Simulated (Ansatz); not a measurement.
# CHClSi+ (doublet): the correlation ladder, cc-pVDZ

An exercise on one series of results from a longer session: the logs are not shown, and one member is left open.

The runs use Ansatz 0.2.0, Gaussian basis; cc-pVDZ, core rule «outside noble gas», up to 11 orbitals frozen.

The runs, in order: UHF; CCSD(T) on ROHF; CCSD(T) on UHF; BCCD(T) on ROHF; CISD; CCSDT(Q) on ROHF; CCSDT(Q) on UHF.

6 further runs of the same task are left out: 6 set aside as unsound or not needed.

## What is computed

The geometry is a PBE0/def2-TZVP stationary point (not a proven minimum) of the parent state, kept for this charge and spin.

4 atoms, charge 1, spin multiplicity 2.

Atoms are counted from 1 here; the program's logs count them from 0.

Bond lengths: C1–Si2 1.812 Å, Si2–Cl3 2.036 Å, Si2–H4 1.488 Å. Angles: C1–Si2–Cl3 127.6°, C1–Si2–H4 126.8°, Cl3–Si2–H4 105.6°.

The first run:

The input, in.yaml:

```yaml
crystal:
  periodic: [false, false, false]
  atoms:
    - {symbol: C, position_ang: [0.000000, -0.661351, 2.137401]}
    - {symbol: Si, position_ang: [0.000000, 0.410202, 0.676792]}
    - {symbol: Cl, position_ang: [0.000000, -0.154873, -1.279129]}
    - {symbol: H, position_ang: [0.000000, 1.898181, 0.663966]}
basis:
  gaussian: {orbitals: cc-pVDZ}
total_charge: 1
magnetization: {spin_polarized: true, initial_magnetization: 1}
hamiltonian: {xc: hf}
output: {orbitals: {seedname: orbitals}}
```

Run with:

```sh
> ansatz run in.yaml --threads 1 --pin off --events-out ev --progress --plain --max-ram 4096MiB --backend cpu
```

Steps of the session up to this table: UHF; CCSD(T) on ROHF; CCSD(T) on UHF; BCCD(T) on ROHF; CISD; CCSDT(Q) on ROHF; CCSDT(Q) on UHF.

One of the session's tables, all rows but one given; the rest of the session is left out.

| method | from UCCSDT(Q) (kcal/mol) |
| --- | --- |
| ROHF | +215.63 |
| UHF | +202.90 |
| RMP2 | +38.88 |
| UMP2 | +36.74 |
| CISD | +31.48 |
| RCCSD | +8.36 |
| UCCSD | +7.01 |
| RCCSD(T) | +1.79 |
| UCCSD(T) | -0.04 |
| BCCD(T) | +1.77 |
| RCCSDT | +0.57 |
| UCCSDT | +0.68 |
| RCCSDT(Q) | ? |
| UCCSDT(Q) | 0 |

Q: Estimate the row for RCCSDT(Q) from the others.

The run gave: from UCCSDT(Q) (kcal/mol): +0.10. In the column «from UCCSDT(Q) (kcal/mol)» it lies between UCCSDT(Q) (0) and RCCSDT (+0.57).

Limits of these values: The determinant is far from a pure spin state, so its energy mixes those of several spin states (harmless only where they are near-degenerate, as at dissociation). Restricted and unrestricted rows rest on different reference determinants; where their highest levels disagree by more than a few hundredths of an eV, they describe different states and don't form one ladder.
